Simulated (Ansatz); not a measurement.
# CH3FS2: small, medium and large basis sets

One table from this session's results is given with a row withheld; the runs are named, their logs left out.

The runs use Ansatz 0.2.0, Gaussian basis; one geometry, several basis sets.

Levels to be run: PBE0-D4/def2-SVP; ωB97M-V/def2-SVP; PBE0-D4/def2-QZVPP; ωB97M-V/def2-QZVPP; the functionals' def2-TZVPP values are taken from earlier runs.

## Structure used throughout

The geometry comes from an earlier relaxation with PBE0-D4 in a triple-zeta def2 set; it is a stationary point, not always the lowest conformer.

7 atoms, charge 0, spin multiplicity 1.

Atoms are counted from 1 here; the program's logs count them from 0.

Bond lengths: F1–C2 1.372 Å, C2–S3 1.789 Å, C2–H5 1.095 Å, C2–H6 1.091 Å, S3–S4 2.041 Å, S4–H7 1.347 Å. Angles: F1–C2–S3 112.8°, F1–C2–H5 108.8°, F1–C2–H6 108.5°, S3–C2–H5 105.9°, S3–C2–H6 110.0°, H5–C2–H6 111.0°, C2–S3–S4 102.6°, S3–S4–H7 98.4°.

Set-up of the first run:

in.yaml

```yaml
crystal:
  periodic: [false, false, false]
  atoms:
    - {symbol: F, position_ang: [-1.278126, -0.169882, 0.990962]}
    - {symbol: C, position_ang: [-0.593073, 0.710728, 0.191750]}
    - {symbol: S, position_ang: [0.117643, -0.072849, -1.251290]}
    - {symbol: S, position_ang: [1.756503, -1.016105, -0.484233]}
    - {symbol: H, position_ang: [-1.295034, 1.459539, -0.189187]}
    - {symbol: H, position_ang: [0.192865, 1.178385, 0.786540]}
    - {symbol: H, position_ang: [1.160522, -2.157816, -0.090440]}
basis:
  gaussian: {orbitals: def2-SVP}
hamiltonian: {xc: pbe0, dispersion: d4}
output: {orbitals: {seedname: orbitals}}
```

Launch:

```
$ ansatz run in.yaml --threads 2 --pin off --events-out ev --progress --plain --max-ram 4352MiB
```

Steps of the session up to this table: PBE0-D4 in def2-SVP; ωB97M-V in def2-SVP; PBE0-D4 in def2-QZVPP; ωB97M-V in def2-QZVPP.

One of the session's tables, all rows but one given; the rest of the session is left out.

It belongs to the step «Functionals by basis». 

| functional | basis | HOMO (eV) |
| --- | --- | --- |
| PBE0-D4 | def2-SVP | -7.43 |
| PBE0-D4 | def2-TZVPP | ? |
| PBE0-D4 | def2-QZVPP | -7.55 |
| ωB97M-V | def2-SVP | -9.57 |
| ωB97M-V | def2-TZVPP | -9.68 |
| ωB97M-V | def2-QZVPP | -9.73 |

Q: Estimate the row for PBE0-D4, def2-TZVPP from the others.

The run gave: HOMO (eV): -7.51. In the column «HOMO (eV)» it lies between PBE0-D4, def2-QZVPP (-7.55) and PBE0-D4, def2-SVP (-7.43).
